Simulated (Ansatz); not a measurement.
AlH$_{3}$⁻: how the vertical detachment to the singlet moves with the basis

AlH3⁻, doublet; coordinates (Å): Al 0.000 0.000 -0.051; H 1.559 0.013 0.457; H -0.791 1.346 0.450; H -0.771 -1.356 0.456. Quantity: vertical detachment to the singlet.

Ansatz 0.2.0, basis aug-cc-pVDZ or aug-cc-pVTZ; geometries are PBE0/def2-TZVP minima. Wave-function levels freeze the cores; HF, MP2 and coupled cluster are restricted for singlets and unrestricted otherwise, Kohn–Sham unrestricted where that lies lower. The reference is CCSDT(Q) (coupled cluster only where its series has nearly closed). Semilocal and hybrid functionals correlate all electrons outside any core potential and usually lie nearer their basis limit than the reference, so part of their error here is the reference's basis and frozen-core error; RPA and the MP2 part of double hybrids freeze the same cores as the reference. None of these values is a measured one. Energies are electronic, without zero-point terms. No spin–orbit coupling and no scalar relativity. The species are chosen: bound, without strong static correlation by their natural occupations or amplitudes, in their lowest spin state as far as vertical gaps and like structures tell, with only the lowest ion state computed, and with a ladder that closes on the reference, so errors are smaller than for species at large; levels whose determinant breaks symmetry or spin markedly are left out.

| level | aug-cc-pVDZ (eV) | aug-cc-pVTZ (eV) |
| --- | --- | --- |
| reference | 0.960 (CCSDT(Q)) | 1.000 (CCSDT(Q)) |
| HF | 0.676 | 0.686 |
| MP2 | 0.896 | 0.934 |
| CCSD | 0.932 | 0.961 |
| CCSD(T) | 0.953 | 0.991 |
| CCSDT | 0.959 | 0.999 |
| PBE | 1.105 | 1.109 |
| PBE0 | 1.106 | 1.110 |

From aug-cc-pVDZ to aug-cc-pVTZ the reference moves by 0.040 eV and PBE by 0.004; the step from CCSD(T) to the reference is 0.007 in the first and 0.009 in the last.
